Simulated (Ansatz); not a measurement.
**BH3S2: ionisation energy by level of theory**

How much energy removes an electron from BH3S2 at fixed geometry? The cation is run at each level and the neutral's energy taken from earlier runs.

Program: Ansatz 0.2.0, Gaussian basis. Level of theory: unrestricted cation, the program's frozen cores in correlated methods. These are calculated values, not measurements.

The runs, in order: UKS PBE-D4/def2-TZVPP; UKS r2SCAN-D4/def2-TZVPP; UKS PBE0-D4/def2-TZVPP; UKS B3LYP-D4/def2-TZVPP; UKS wB97X-V/def2-TZVPP; UKS wB97M-V/def2-TZVPP; UKS B2PLYP/def2-TZVPP; UHF-CCSD(T)/def2-TZVPP; UHF-MP2/def2-QZVPP; extrapolation to the limit; then −ε(HOMO) from the neutral's earlier runs with LDA (SPW92), PBE-D4, revPBE-D4, BLYP-D4, r2SCAN-D4, B97M-V, PBE0-D4, B3LYP-D4, r2SCANh-D4, r2SCAN0-D4, HSE06-D4, BHLYP-D4, CAM-B3LYP-D4, LC-ωPBE, ωB97X-V, ωB97M-V.

### Step 1. Structure used throughout

The geometry comes from an earlier relaxation with PBE0-D4 in a triple-zeta def2 set; it is a stationary point.

6 atoms, charge 0, spin multiplicity 1.

Atoms are counted from 1 here; the program's logs count them from 0.

Bond lengths: S1–B2 1.783 Å, S1–H4 1.346 Å, B2–S3 1.787 Å, B2–H5 1.190 Å, S3–H6 1.342 Å. Angles: B2–S1–H4 98.9°, S1–B2–S3 122.5°, S1–B2–H5 116.2°, S3–B2–H5 121.4°, B2–S3–H6 97.3°.

### Step 2. Cation, UKS PBE-D4/def2-TZVPP

in.yaml

```yaml
crystal:
  periodic: [false, false, false]
  atoms:
    - {symbol: S, position_ang: [-0.819914, -0.605214, -1.516528]}
    - {symbol: B, position_ang: [0.091405, -0.453570, 0.008920]}
    - {symbol: S, position_ang: [0.333131, 1.114756, 0.829810]}
    - {symbol: H, position_ang: [-1.145615, 0.688114, -1.694575]}
    - {symbol: H, position_ang: [0.535531, -1.462239, 0.457518]}
    - {symbol: H, position_ang: [1.047563, 0.654053, 1.868754]}
basis:
  gaussian: {orbitals: def2-TZVPP}
total_charge: 1
magnetization: {spin_polarized: true, initial_magnetization: 1}
hamiltonian: {xc: pbe, dispersion: d4}
```

The runs that follow: Cation, UKS r2SCAN-D4/def2-TZVPP; Cation, UKS PBE0-D4/def2-TZVPP; Cation, UKS B3LYP-D4/def2-TZVPP; Cation, UKS wB97X-V/def2-TZVPP; Cation, UKS wB97M-V/def2-TZVPP; Cation, UKS B2PLYP (frozen core)/def2-TZVPP; Cation, UHF-CCSD(T)/def2-TZVPP; Cation, UHF-MP2/def2-QZVPP.

Before running them: what should the planned runs give, taken together? Wanted: ionisation energy, CCSD(T)/CBS; nearest functional by difference; nearest −ε(HOMO); −ε(HOMO) of PBE; T1 of the cation.

The runs gave:

| quantity | value |
| --- | --- |
| ionisation energy, CCSD(T)/CBS | 9.99 eV |
| nearest functional by difference | ωB97X-V (-0.09 eV) |
| nearest −ε(HOMO) | ωB97X-V (-0.15 eV) |
| −ε(HOMO) of PBE | 6.43 eV |
| T1 of the cation | 0.027 |

What this shows: Energy differences with functionals land within 0.48 eV of the reference. The PBE orbital energy is 3.6 eV too small: a semilocal HOMO is no ionisation energy. Among orbital estimates ωB97X-V comes nearest. Hartree-Fock falls 0.95 eV short, as the neutral has more correlation energy than the cation.
